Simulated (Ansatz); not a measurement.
# hcp against bcc along group 11 and 12

Computed with DFT, BLYP, plane waves (420 eV) with PAW, scalar-relativistic (Ansatz 0.2.0). (PAW data from PBE, frozen cores regenerated.)

Each structure is relaxed within its symmetry, in the lowest magnetic state of the tried starts. Differences under about 8 meV lie within the error of the k-point mesh. Some of these cells lie far above the measured volume under this functional.

```tsv
element	E(hcp) − E(bcc) (meV/atom)	V(hcp) (Å³/atom)	V(bcc) (Å³/atom)	state of hcp	state of bcc
Cu	-25	12.73	12.76	spin not included	spin not included
Ag	-22	19.36	19.50	spin not included	spin not included
Au	-9	19.49	19.55	spin not included	spin not included
Cd	?	?	?	?	?
```

Q: Fill in the row of Cd.

A: E(hcp) − E(bcc) (meV/atom): -25; V(hcp) (Å³/atom): 26.67; V(bcc) (Å³/atom): 28.51; state of hcp: spin not included; state of bcc: spin not included.
